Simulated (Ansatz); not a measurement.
Cartesian coordinates in Å:
```
C 2.171 -0.268 0.574
C 1.561 0.551 -0.273
C 0.414 1.421 0.092
S -1.099 1.006 -0.827
C -1.388 -0.616 -0.260
C -2.574 -1.213 -0.298
H 1.867 -0.334 1.615
H 2.999 -0.893 0.261
H 1.878 0.592 -1.312
H 0.605 2.461 -0.187
H 0.211 1.391 1.165
H -0.503 -1.144 0.083
H -3.468 -0.703 -0.640
H -2.674 -2.249 0.005
```

The species carries charge 0 and has multiplicity 1.

(1) List the B3LYP/def2-TZVPP orbital energies in eV (the Gaussian-basis code of Ansatz). (Estimate.)

Answers

(1) The calculation gave: Occupied: -2417.98, -277.87, -277.52, -277.27, -276.94, -276.66, -215.95, -160.52, -160.43, -160.29, -22.81, -21.53, -20.00, -17.88, -15.66, -15.12, -13.40, -12.85, -12.27, -11.66, -10.98, -10.41, -10.10, -8.89, -8.51, -7.51, -6.00. Lowest empty: -0.49, -0.12, 0.73, 1.46, 1.77, 2.04, 2.17, 2.52.

B3LYP here is the variant with VWN-RPA as its local correlation; programs differ in this.
